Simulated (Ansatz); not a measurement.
B(H2S)H3 (BH₅S), relaxed as a singlet with RKS B3LYP-D4/def2-TZVP in Ansatz, starting from the GFN2-xTB geometry. Force threshold 0.02 eV/Å.

Start:

```xyz
7

B     0.377   -0.147   -0.753
S    -0.963    0.437    0.669
H    -0.947   -0.678    1.406
H    -0.106    1.049    1.492
H    -0.249   -0.919   -1.392
H     1.263   -0.611   -0.120
H     0.625    0.869   -1.303
```

Q: Estimate the energy that the relaxation releases and the steps that it takes.

A: 0.9 kcal/mol, in 6 steps; 3.7 s on 4 threads of Arm Neoverse V2 on a shared host. No frequencies were taken in this run, so the end may be a saddle point.

Q: Does the start keep its bonding and symmetry?

A: By distances, no bond broke or formed. The bond that changes most is B1–H7, from 1.18 to 1.20 Å (atoms count from 1). Point group Cs at the start, Cs at the end, both within 0.05 Å.

Q: Predict the relaxed structure.

A: 
| atom | x (Å) | y (Å) | z (Å) |
| --- | --- | --- | --- |
| B1 | 0.4119 | -0.1631 | -0.7671 |
| S2 | -0.9181 | 0.4159 | 0.6531 |
| H3 | -1.0088 | -0.6647 | 1.4514 |
| H4 | -0.1547 | 1.0844 | 1.5382 |
| H5 | -0.2761 | -0.9226 | -1.3958 |
| H6 | 1.3354 | -0.6433 | -0.1740 |
| H7 | 0.6104 | 0.8933 | -1.3058 |
Bond lengths: 1 × B–S 2.03 Å; 3 × B–H 1.20 Å; 2 × H–S 1.35 Å.
